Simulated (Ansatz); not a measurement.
We consider zinc-blende BeTe, described by r²SCAN50 (Ansatz, a quantum-chemistry and plane-wave program, plane waves, PAW).

Numerical settings: plane-wave cutoff 520 eV, 8×8×8 k mesh, Fermi–Dirac smearing 0.01 eV, scalar-relativistic PAW data made under PBE.

A third-order Birch–Murnaghan fit to the energies gives V0 = 22.071 Å³/atom, B0 = 64.8 GPa, B′ = 3.9.

| V (Å³/atom) | P (GPa) |
|---|---|
| 20.964 | ? |
| 21.516 | ? |
| 22.115 | -0.13 |
| 22.619 | ? |
| 23.171 | ? |

Q: Estimate the withheld pressures from this fit; the answers are the runs' own values.

A: 
- 20.964, P (GPa): 3.68
- 21.516, P (GPa): 1.74
- 22.619, P (GPa): -1.52
- 23.171, P (GPa): -2.87

The formula P = (3/2) B0 (x^(7/3) − x^(5/3)) [1 + (3/4)(B′ − 4)(x^(2/3) − 1)] with x = V0/V meets the computed pressures within 0.01 GPa when these rounded values are put in.

Measured, for comparison: bulk modulus 67 GPa (room temperature, not corrected to a static lattice; as tabulated in Elmahjoubi et al. (2023), arXiv:2303.01780); equilibrium volume per atom 22.26 Å³/atom (temperature not stated, not corrected to a static lattice; as tabulated in Bernardini et al. (2000), arXiv:cond-mat/0007180). Computed (rounded) less measured: bulk modulus -3 %, equilibrium volume per atom -0.9 %. A static lattice is as a rule a little smaller and stiffer than an uncorrected measurement, which narrows the difference in the equilibrium volume per atom and would widen misses of the other sign.

Spin–orbit coupling is not included.

Computed values are for the static lattice.
